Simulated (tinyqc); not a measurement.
Hueckel theory of the pi electrons, for the molecule N=CO (SMILES; centres numbered as the heavy atoms are written), step by step. Computed by tinyqc, a small Python program that keeps every step. Settings: charge = 0. Command: `OMP_NUM_THREADS=1 python tinyqc.py 27232 27233 out.jsonl` (the two numbers bound the seeds that draw the settings). One thread of a shared host (Intel(R) Xeon(R) Processor @ 2.60GHz), about 0.01 s of CPU time with the checks.

## The Hueckel matrix

Centres:
```
centre  z_r, pi electrons of the neutral centre         h
1N                                            1  0.500000
2C                                            1  0.000000
3O                                            2  2.000000
```

Bonds:
```
i  j         k
1  2  1.000000
2  3  0.800000
```

H_rr = alpha + h_r beta, H_rs = k_rs beta for bonded centres.

Hueckel matrix in units of beta (H = alpha + beta A), lower triangle:
```
          1N        2C        3O
1N  0.500000
2C  1.000000  0.000000
3O  0.000000  0.800000  2.000000
```

## Orbitals

pi electrons, sum of z_r less the charge = 4

Diagonalise; E = alpha + x beta with beta < 0, so the largest x are filled first; degenerate levels share their electrons. P = sum n_i c_ri c_si; each orbital has its largest coefficient positive (the first on a tie).

x values: 2.352953  1.069215  -0.922168

occupations: 2.000000  2.000000  0.000000

coefficients:
```
         MO1        MO2        MO3
1N  0.212850   0.799781  -0.561289
2C  0.394402   0.455247   0.798246
3O  0.893947  -0.391280  -0.218535
```

charge and bond-order matrix P, lower triangle:
```
           1N        2C        3O
1N   1.369910
2C   0.896093  0.725605
3O  -0.245323  0.348890  1.904485
```

## Energy, charges, bond orders

E = sum n x; q_r = z_r - P_rr; bond order p = P_rs; free valence = sqrt(3) - sum of p over the bonds of the atom.

pi energy = 4 alpha + this times beta = 6.844335

pi charges: 1N -0.369910, 2C 0.274395, 3O 0.095515

Bond orders and lengths from R = 1.517 - 0.180 p (angstrom, C-C alone):
```
bond         p  R
1-2   0.896093  -
2-3   0.348890  -
```

free valence of the carbons: 2C 0.487067

gap between the highest filled and the next level = 1.991382 |beta|
